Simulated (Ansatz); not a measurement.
An input meant for MgS₂⁻ (charge -1, doublet).

```yaml
crystal:
  periodic: [false, false, false]
  atoms:
    - {symbol: Mg, position_ang: [-1.269082, 0.532104, -2.235100]}
    - {symbol: S, position_ang: [1.698484, -1.734313, 0.163792]}
    - {symbol: S, position_ang: [-0.429401, 1.202228, 2.071308]}
basis:
  gaussian: {orbitals: STO-3G}
total_charge: -1
magnetization: {spin_polarized: true, initial_magnetization: 1}
hamiltonian: {xc: {name: revPBE0}}
accuracy: high
scf: {lower_state_search: full}
```

```sh
$ ansatz run in.yaml --threads 4 --pin off --events-out ev --progress --plain --max-ram 3916MiB
```

Output, abridged:

```
Functional definition: revPBE0
419 factors; integrals over basis functions are off by at most 7.3e-8 eV
mean field evaluation 1: about -26773.6867 eV, gradient 2.5e1 eV
mean field evaluation 2: about -26773.6880 eV, gradient 2.5e1 eV
mean field evaluation 4: about -26655.7837 eV, gradient 9.4e1 eV
mean field evaluation 8: about -26789.8367 eV, gradient 1.2e0 eV
mean field evaluation 16: about -26789.9865 eV, gradient 1.3e-1 eV
mean field evaluation 32: about -26790.0509 eV, gradient 1.9e-2 eV
mean field evaluation 64: about -26790.0196 eV, gradient 6.8e-2 eV
mean field evaluation 96: about -26789.2045 eV, gradient 3.2e0 eV
mean field evaluation 128: about -26790.3526 eV, gradient 1.4e-6 eV
mean field evaluation 160: about -26790.3300 eV, gradient 6.2e-1 eV
mean field evaluation 192: about -26790.3453 eV, gradient 1.4e-2 eV
mean field evaluation 224: about -26790.3501 eV, gradient 5.6e-2 eV
mean field evaluation 256: about -26790.3508 eV, gradient 5.3e-2 eV
mean field evaluation 288: about -26728.2671 eV, gradient 3.2e1 eV
mean field evaluation 320: about -26788.7294 eV, gradient 1.4e0 eV
mean field evaluation 352: about -26782.9786 eV, gradient 1.1e1 eV
mean field evaluation 384: about -26790.3525 eV, gradient 1.9e-3 eV
mean field evaluation 416: about -26492.8499 eV, gradient 4.3e1 eV
mean field evaluation 448: about -26790.3508 eV, gradient 1.2e-2 eV
mean field evaluation 480: about -26790.3510 eV, gradient 3.3e-6 eV
mean field -26790.35255403 eV, -984.5272972074 hartree, gradient 4.8e-8 eV, S^2 1.749995; 21 other end points of the search recorded, 0 dependent functions left out
reference -26790.35255614 eV, -984.5272972849 hartree; 23, 22 occupied and 4, 5 virtual orbitals, 419 factors
Total energy: -26790.35255614 eV, -984.5272972849 hartree
```

In this input the coordinates are in bohr but typed as ångström. The calculation finished and met its thresholds. The result belongs to that input, not to the species as meant.

The highest occupied level of an anion often lies above zero with these methods, and sets without diffuse functions describe the outer electron poorly. The charge -1 doublet is spin-contaminated (final ⟨S²⟩ up to 1.75, 0.75 for a pure state).
